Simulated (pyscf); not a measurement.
F–GeH₂• + ammonia (NH₃) → H₂N–GeH₂–F + H atom (H•) (substitution at N; doublet surface; H–N broken, Ge–N formed). Single points on ωB97X-D3(BJ)/def2-SVP structures (PySCF, gas phase). Rate constants from transition-state theory, ωB97M-D3(BJ)/def2-TZVP energies (ideal gas, 1 atm, RRHO with modes under 100 cm⁻¹ raised to 100, one conformer, R ln 2 for chiral ones without a mode under 150 cm⁻¹; no tunnelling), k in cm³ molecule⁻¹ s⁻¹.

| T (K) | 1000/T | log10 k |
|---|---|---|
| 298 | 3.354 | -35.43 |
| 600 | 1.667 | -24.00 |
| 900 | 1.111 | ? |
| 1200 | 0.833 | -17.82 |

Fit an Arrhenius line to the three values, give the activation energy, and predict k at 900 K.

Least squares gives log10 k = -12.18 − 6.96 × 1000/T, so Ea = 6.96 × ln 10 × 1.987 = 31.8 kcal/mol, against an electronic barrier of 32.6. At 900 K the line gives -19.91; the computed value is -19.97 (ΔG‡ = 59.0 kcal/mol), close to the line. On the reactant side the descent ends in a complex, 7.0 kcal/mol under the separated species and 38.0 kcal/mol under the saddle at ωB97X-D3(BJ)/def2-TZVP. One saddle was located; it need not be the lowest between these sides. The angle at the attacked N is 137°. Elements up to Kr have no core potential and no relativistic terms here.
